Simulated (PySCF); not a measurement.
# Working out the ionisation energy of P

P [Ne] 3s2 3p3 (4S) → P⁺ [Ne] 3s2 3p2 (3P). Computed with PySCF 2.14 in aug-cc-pCVTZ-DK with one added diffuse shell each of s, p, d, f type (9s8p6d4f, 91 functions), with the spin-free X2C one-electron Hamiltonian (Gaussian nucleus). Frozen: 1s2. Energies in hartree (1 hartree = 27.21139 eV):

```tsv
part	P (lower)	P⁺ (upper)
UHF	-341.531698	-341.168024
CCSD correlation	-0.393228	-0.373907
(T)	-0.006501	-0.004920
```

Task: What does Hartree-Fock give?

Result: (-341.168024) − (-341.531698) = 0.363674 hartree = 9.896 eV.

Task: What do CCSD and CCSD(T) give?

Result: The CCSD correlation energies differ by 0.019321 hartree = 0.526 eV and the triples by 0.001581 hartree = 0.043 eV, so CCSD gives 10.422 eV and CCSD(T) 10.465 eV.

Measured between the centres of the two terms (NIST): 10.526 eV, so CCSD(T) (valence and next inner shell) is off by -0.061 eV.

What remains against the reference includes basis incompleteness, the frozen core and higher excitations.
